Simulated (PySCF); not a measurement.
# Magnetic susceptibility: `[BH]`, BH

Geometry:
```csv
atom,x (Å),y (Å),z (Å)
B1,0.624,-0.001,-0.001
H2,-0.629,0.007,-0.011
```

Computed with GIAO PBE/aug-pcSseg-2 magnetisability, rotational g tensor and spin-rotation constants, non-relativistic, gas phase (PySCF 2.14.0). Geometry: PBE0-D3(BJ)/def2-SVP.

(1) How diamagnetic is it, and how anisotropic?

(2) Split it along the inertial axes a, b, c into diamagnetic and paramagnetic parts about the centre of mass, with the quadrupole moment.

(3) And the rotational g tensor?

Answers

(1) Isotropic 268 × 10⁻³⁰ J/T², or 16.2 × 10⁻⁶ cm³/mol; principal values -201, 503, 503 × 10⁻³⁰ J/T², anisotropy 704 × 10⁻³⁰ J/T² (root of half the summed squared differences of the principal values). The susceptibility is in cgs units.

(2) 
```tsv
axis	χ (10⁻⁶ cm³/mol)	diamagnetic (10⁻⁶ cm³/mol)	paramagnetic (10⁻⁶ cm³/mol)	summed x² of all electrons (Å²)	quadrupole Θ (D Å)
a	-12.1	-12.1	0.0	3.5	-3.35
b	30.3	-20.9	51.2	1.4	+1.68
c	30.3	-20.9	51.2	1.4	+1.68
```
Anisotropies 2χaa − χbb − χcc = -84.7 and 2χbb − χaa − χcc = +42.4 × 10⁻⁶ cm³/mol. Θ is traceless in Buckingham's convention.

(3) 
| axis | rotational constant (GHz) | g | nuclear part | electronic part |
| --- | --- | --- | --- | --- |
| b | 348.9786 | -7.4321 | 0.9540 | -8.3861 |
| c | 348.9786 | -7.4321 | 0.9540 | -8.3861 |

Linear; isotopes 11B, 1H; no vibrational averaging.
